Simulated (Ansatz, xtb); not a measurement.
Relative energy of two isomers of CH7N3

Structure a: `NC(N)N`, a singlet. Structure b: `NCNN`, a singlet. Both are isolated molecules in the gas phase, relaxed with PBE0-D3(BJ)/def2-SVP; the shapes shown needn't be the lowest conformers.

a (Å):

```yaml
atoms:
  - { symbol: C, position_ang: [-1.0028, -0.6129, 0.4198] }
  - { symbol: N, position_ang: [-1.9482, 0.3553, -0.1033] }
  - { symbol: N, position_ang: [0.2268, -0.6261, -0.3460] }
  - { symbol: N, position_ang: [-1.6886, -1.8787, 0.4223] }
  - { symbol: H, position_ang: [-1.5805, 1.2999, -0.0168] }
  - { symbol: H, position_ang: [-2.8148, 0.3125, 0.4306] }
  - { symbol: H, position_ang: [-0.6963, -0.4091, 1.4691] }
  - { symbol: H, position_ang: [-0.0068, -0.5756, -1.3392] }
  - { symbol: H, position_ang: [0.7958, 0.1932, -0.1377] }
  - { symbol: H, position_ang: [-2.0094, -2.0716, -0.5272] }
  - { symbol: H, position_ang: [-1.0263, -2.6117, 0.6675] }
```

b (Å):

```xyz
11

C    -1.2332    0.1983    0.7093
N    -1.8924    1.3791    1.1822
N    -1.9292   -1.0389    1.0244
N    -1.9206   -1.2871    2.4023
H    -2.8471    1.3853    0.8234
H    -1.9831    1.2967    2.1949
H    -0.1996    0.2052    1.1184
H    -1.1415    0.2357   -0.3900
H    -1.5438   -1.8111    0.4773
H    -1.0981   -1.8108    2.7114
H    -2.7495   -1.8134    2.6639
```

Question: Estimate E(b) − E(a) at the level CCSD(T)/def2-SVP + ΔMP2/def2-TZVPP.

Answer: Calculated at CCSD(T)/def2-SVP + ΔMP2/def2-TZVPP: E(b) − E(a) = +120.6 kJ/mol, so structure a lies lower.

How the difference moves with the method:

```csv
level,geometry,E(b) − E(a) (kJ/mol),departure from the last row (kJ/mol),"job, with rough time for the two"
GFN2-xTB,GFN2-xTB,+82.3,−38.3,"optimisation, 0.32 s"
HF/STO-3G,GFN2-xTB,+60.6,−60.0,"single point, 0.91 s"
r2SCAN-D4/def2-SVP,GFN2-xTB,+112.4,−8.2,"single point, 7.8 s"
PBE0-D3(BJ)/def2-SVP,PBE0-D3(BJ)/def2-SVP,+110.0,−10.6,"optimisation, 99 s"
HF/def2-SVP,PBE0-D3(BJ)/def2-SVP,+114.5,−6.1,part of the CCSD(T) run
MP2/def2-SVP,PBE0-D3(BJ)/def2-SVP,+121.1,+0.5,part of the CCSD(T) run
CCSD(T)/def2-SVP,PBE0-D3(BJ)/def2-SVP,+115.2,−5.4,single point
CCSD(T)/def2-SVP + ΔMP2/def2-TZVPP,PBE0-D3(BJ)/def2-SVP,+120.6,,"single point, 76 s"
```

As drawn, b has 1 N–N, 1 C–H in place of 1 C–N, 1 N–H.

None of the levels shown reverses the order. The largest departure from CCSD(T)/def2-SVP + ΔMP2/def2-TZVPP is that of HF/STO-3G, 60.0 kJ/mol. The last row adds to CCSD(T) the change of the MP2 difference between the two basis sets, here +5.4 kJ/mol.

With harmonic frequencies from PBE0-D3(BJ)/def2-SVP (ideal gas, rigid rotor, one conformer each, 298.15 K, 1 atm): on the last row, ΔE + ΔZPE = +120.9, ΔH = +120.9, ΔG = +120.4 kJ/mol.

The correlated steps freeze 4 core orbitals. Run with Ansatz 0.2.0, xtb 6.7.1; the last row on 1 thread of Intel(R) Xeon(R) Processor @ 2.50GHz (Skylake/Cascade Lake) on a shared host.
